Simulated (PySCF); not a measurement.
**Unknown: peak-picked proton spectrum**

Formula C₃H₅F. The spectrum was simulated from the full spin Hamiltonian at 400 MHz with 0.6 Hz Lorentzian lines, from shifts rounded to 0.01 ppm and J to 0.1 Hz, couplings under 1 Hz left out.

```tsv
region	integral (H)	ppm	Hz	height
1	2	6.061	2424.6	7
1		6.055	2422.0	14
1		6.048	2419.3	7
1		6.031	2412.4	8
1		6.025	2409.8	14
1		6.018	2407.3	8
1		6.015	2405.8	14
1		6.008	2403.2	28
1		6.002	2400.6	20
1		5.995	2398.2	10
1		5.990	2395.9	5
1		5.984	2393.6	17
1		5.978	2391.1	34
1		5.971	2388.6	20
1		5.967	2386.9	8
1		5.963	2385.2	3
1		5.955	2381.8	15
1		5.949	2379.4	32
1		5.943	2377.2	17
1		5.926	2370.2	21
1		5.920	2368.2	48
1		5.918	2367.1	28
1		5.916	2366.6	29
1		5.911	2364.5	45
1		5.910	2364.1	46
1		5.907	2363.0	30
1		5.905	2362.2	41
1		5.902	2360.8	61
1		5.898	2359.1	20
1		5.895	2358.2	21
1		5.872	2348.9	9
1		5.871	2348.4	8
1		5.864	2345.7	21
1		5.863	2345.3	19
1		5.861	2344.2	5
1		5.858	2343.3	13
1		5.855	2342.1	17
1		5.851	2340.3	8
1		5.849	2339.4	5
2	1	5.637	2255.0	14
2		5.636	2254.4	14
2		5.629	2251.7	43
2		5.624	2249.6	16
2		5.621	2248.4	45
2		5.618	2247.1	26
2		5.613	2245.2	15
2		5.611	2244.2	15
2		5.607	2242.9	13
2		5.606	2242.3	13
2		5.602	2241.0	12
2		5.598	2239.2	34
2		5.593	2237.2	24
2		5.590	2235.8	33
2		5.584	2233.6	12
2		5.582	2232.6	12
3	1	5.387	2154.8	46
3		5.379	2151.7	100
3		5.373	2149.1	95
3		5.371	2148.6	61
3		5.365	2145.8	41
4	1	5.253	2101.4	34
4		5.253	2101.2	34
4		5.248	2099.4	61
4		5.247	2098.8	85
4		5.242	2096.8	46
4		5.241	2096.3	61
4		5.239	2095.7	55
4		5.233	2093.3	40
```

$^{13}$C{$^{1}$H} NMR (computed): δ 141.9 (d, J = 12.8 Hz), 119.3 (d, J = 13.4 Hz), 86.7 (d, J = 230.9 Hz).

- geometry: GFN2-xTB
- spin–spin couplings from B3LYP/pcJ-1
- shielding tensors at PBE0/pcSseg-1 (GIAO)
- run in PySCF 2.14.0 with density-fitted response routines
- averaged over atoms made equivalent by symmetry, fast rotation or ring inversion, isolated molecule, no relativistic terms, single conformer

Shifts are taken against calculated references (same method and geometry level): TMS for $^{1}$H (σref 31.72) and $^{13}$C (σref 186.93).

**Question.** Analyse the multiplets.

**Answer.** $^{1}$H NMR (400 MHz, computed): δ 5.98 (m, 1H), 5.89 (m, 1H), 5.61 (m, 1H), 5.31 (m, 2H). These are first-order names from the parameters used; overlap and second-order distortion can hide them in the list.

**Question.** What is the compound?

**Answer.** CH2=CHCH2F (SMILES C=CCF).

Atoms are numbered as in `[CH2:1]=[CH:2][CH2:3][F:4]` (H(Xn): hydrogen on atom n). Ha(C1) is cis to C3; Hb(C1) is trans to C3.

- δ 5.98: H(C2), hydrogen on an alkene CH, coupled to F4 (24.9 Hz), Ha(C1) (18.8 Hz), Hb(C1) (12.6 Hz), H(C3) (2.8 Hz).
- δ 5.89: Ha(C1), hydrogen on a terminal =CH2 carbon, coupled to H(C2) (18.8 Hz), H(C3) (3.4 Hz), F4 (1.3 Hz).
- δ 5.61: Hb(C1), hydrogen on a terminal =CH2 carbon, coupled to H(C2) (12.6 Hz), F4 (3.3 Hz), H(C3) (3.2 Hz).
- δ 5.31: H(C3), hydrogen on an allylic sp3 CH2 bonded to F, coupled to F4 (52.8 Hz), Ha(C1) and Hb(C1) and H(C2) (3.1 Hz).

Common functionals overestimate the size of one-bond C–F couplings by tens of Hz; these are unscaled. Multiplet labels drop couplings under 1 Hz and merge nearly equal ones. Unscaled 3J(H,H) at this level run about 10 % above measured values. Shifts are as computed. Against solution values, carbons near 30 ppm lie about +3 ppm off and those near 130 ppm about +5 ppm. Of 1211 compounds with measured shifts, 218 miss one by over three times the rms of a fit or turn the order of signals round; such compounds aren't used in these exercises. Couplings across =CH–CH2 type bonds come from one rotamer and its mirror image, and can be 1–2 Hz further off. Only one conformer was computed, so three-bond couplings in flexible chains and rings are approximate.
